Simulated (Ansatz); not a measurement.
C₃H₂: single points at one geometry.

```yaml
crystal:
  periodic: [false, false, false]
  atoms:
    - {symbol: C, position_ang: [0.347427, 0.517265, 0.222565]}
    - {symbol: C, position_ang: [-0.403903, -0.487659, -0.191971]}
    - {symbol: C, position_ang: [0.971835, -0.509432, -0.526434]}
    - {symbol: H, position_ang: [-1.365989, -0.974965, -0.253219]}
    - {symbol: H, position_ang: [0.450620, 1.454801, 0.749069]}
basis:
  gaussian: {orbitals: def2-TZVP, initial_orbitals: start.molden}
hamiltonian: {xc: {name: BHLYP}, dispersion: d4}
scf: {omitted_lower_state_checks: [starts]}
output: {forces: true, orbitals: {seedname: orbitals}}
```

The file start.molden holds the orbitals of an earlier run on this structure, at another level or in another basis.

```sh
$ ansatz run in.yaml --threads 4 --pin off --events-out ev --progress --plain --max-ram 3916MiB
```

Shortened log:

```
Functional definition: BHLYP
751 factors; their error is unknown
mean field evaluation 1: about -3138.1724 eV, gradient 5.0e0 eV
mean field evaluation 2: about -3138.2107 eV, gradient 4.1e-2 eV
mean field evaluation 4: about -3138.2301 eV, gradient 3.4e-4 eV
mean field evaluation 8: about -3138.2301 eV, gradient 2.0e-5 eV
mean field -3138.23013175 eV, -115.3278301730 hartree, gradient 2.0e-5 eV, S^2 0.000000; 0 other end points of the search recorded, 0 dependent functions left out
reference -3138.23026705 eV, -115.3278351452 hartree; 10, 10 occupied and 95, 95 virtual orbitals, 751 factors
Total energy: -3138.29894348 eV, -115.3303589574 hartree
Atom 0 at     0.347427     0.517265     0.222565 Å, force    -0.096268    -0.567217    -0.310628 eV/Å
Atom 1 at    -0.403903    -0.487659    -0.191971 Å, force     0.567289     0.320309     0.055480 eV/Å
Atom 2 at     0.971835    -0.509432    -0.526434 Å, force    -0.755526     0.396045     0.409262 eV/Å
Atom 3 at    -1.365989    -0.974965    -0.253219 Å, force     0.331152     0.178090     0.027165 eV/Å
Atom 4 at     0.450620     1.454801     0.749069 Å, force    -0.046646    -0.327227    -0.181280 eV/Å
Dipole moment:    -0.581067     0.304594     0.314760 e Å
Checks for a lower state left out: starts
```

Hardware: 4 threads of AMD EPYC 9B45 on a shared host. Wall time 0.3 s.

The first input with `gaussian: {orbitals: def2-TZVPD, initial_orbitals: start.molden}`, `hamiltonian: {xc: pbe0, dispersion: d4}`, `output: {orbitals: {seedname: orbitals}}` (abridged; 0.3 s):

```
Functional definition: PBE0
mean field -3136.18741559 eV, -115.2527617386 hartree, gradient 1.9e-5 eV, S^2 0.000000
Total energy: -3136.23750395 eV, -115.2546024520 hartree
Checks for a lower state left out: starts
```

First input, but with `gaussian: {orbitals: def2-TZVPD, initial_orbitals: start.molden}`, `hamiltonian: {xc: pbe, dispersion: d4}`, `output: {orbitals: {seedname: orbitals}}` (abridged; 0.3 s):

```
Functional definition: PBE
mean field -3135.89984521 eV, -115.2421937224 hartree, gradient 2.2e-5 eV, S^2 0.000000
Total energy: -3135.96126181 eV, -115.2444507407 hartree
Checks for a lower state left out: starts
```

First input, but with `gaussian: {orbitals: 6-31G}`, `hamiltonian: {xc: hf}`, `output: {orbitals: {seedname: orbitals}}` (abridged; 0.1 s):

```
Functional definition: HF
mean field -3117.05102223 eV, -114.5495122538 hartree, gradient 2.8e-5 eV, S^2 0.000000
Total energy: -3117.05102223 eV, -114.5495122538 hartree
Checks for a lower state left out: starts
```

First input, but with `hamiltonian: {xc: lda}`, `output: {orbitals: {seedname: orbitals}}` (abridged; 0.2 s):

```
Functional definition: SPW92
mean field -3110.48945467 eV, -114.3083790937 hartree, gradient 1.7e-5 eV, S^2 0.000000
Total energy: -3110.48948290 eV, -114.3083801310 hartree
Checks for a lower state left out: starts
```

First input, but with `hamiltonian: {xc: {name: wB97M-V}}`, `output: {orbitals: {seedname: orbitals}}` (abridged; 0.55 s):

```
Functional definition: wB97M-V
mean field -3138.97392394 eV, -115.3551640320 hartree, gradient 7.6e-6 eV, S^2 0.000000
Total energy: -3138.97395917 eV, -115.3551653264 hartree
Checks for a lower state left out: starts
```

As the first input, with `gaussian: {orbitals: def2-SVP, initial_orbitals: start.molden}`, `hamiltonian: {xc: pbe, dispersion: d4}`, `output: {orbitals: {seedname: orbitals}}` (abridged; 0.15 s):

```
Functional definition: PBE
mean field -3132.41663348 eV, -115.1141880522 hartree, gradient 1.1e-5 eV, S^2 0.000000
Total energy: -3132.47803441 eV, -115.1164444948 hartree
Checks for a lower state left out: starts
```

Geometry: r2SCAN-D4/def2-TZVP.

The structure comes from a short search, and lower isomers may exist.
